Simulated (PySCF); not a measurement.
How the method moves the HOMO and LUMO of `FP(F)P(F)F`

Species: P2F4.
Z-matrix (Å and degrees, PBE0-D3(BJ)/def2-SVP geometry), rows numbered from 1:
```
F 
P   1  1.6160
F   2  1.6153  1   98.79
P   2  2.2752  1   93.65  3   -94.93
F   4  1.6146  2   94.61  1  -178.74
F   4  1.6152  2   93.81  1   -79.62
```

Basis pcSseg-2 throughout (PySCF), one geometry. Isolated species at its PBE0-D3(BJ)/def2-SVP geometry (one conformer only).

Task: How do the orbital energies, the gap and the dipole change with the method?

Result: 
| method | kind | HOMO (eV) | LUMO (eV) | gap (eV) | μ (D) | SCF cycles |
| --- | --- | --- | --- | --- | --- | --- |
| B97-D | GGA | -6.25 | -2.61 | 3.65 | 0.04 | 14 |
| KT2 | GGA | -6.34 | -2.90 | 3.44 | 0.04 | 15 |
| KT3 | GGA | -6.36 | -2.80 | 3.56 | 0.04 | 15 |
| B3LYP | global hybrid | -7.29 | -2.10 | 5.19 | 0.05 | 12 |
| PBE0 | global hybrid | -7.49 | -1.89 | 5.60 | 0.05 | 12 |
| mPW1PW91 | global hybrid | -7.52 | -1.89 | 5.63 | 0.05 | 12 |

The HOMO spans 1.27 eV, from B97-D down to mPW1PW91, and the gap runs from 3.44 eV (KT2) to 5.63 eV (mPW1PW91). Over the methods B97-D (0 %), KT2 (0 %), KT3 (0 %), B3LYP (20 %), PBE0 (25 %), mPW1PW91 (25 %), a straight line through the gap against the share of exact exchange rises by 0.83 eV for each 10 % (correlation coefficient 0.998). The dipole ranges from 0.04 D (KT3) to 0.05 D (B3LYP). This basis has no diffuse functions.
